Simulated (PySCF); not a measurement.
hydrogen isocyanide (CHN), SMILES [C-]#[NH+].

Geometry optimised at B3LYP-D3(BJ)/def2-TZVPD.

Calculation: SMD-B3LYP/def2-SVP (PySCF).

Solvation free energies are E(SMD) − E(gas) at the gas-phase geometry, for 1 M in both phases. In vacuum the dipole moment is 3.14 D.

Computed solvation free energies in water, n-hexane, dichloromethane:
```
solvent          ΔG(solv) (kcal/mol)  its non-electrostatic (CDS) part  dipole (D)
---------------  -------------------  --------------------------------  ----------
water                           -0.7                               6.6        3.98
n-hexane                        -0.9                               1.7        3.44
dichloromethane                 -3.8                               2.4        3.85
```
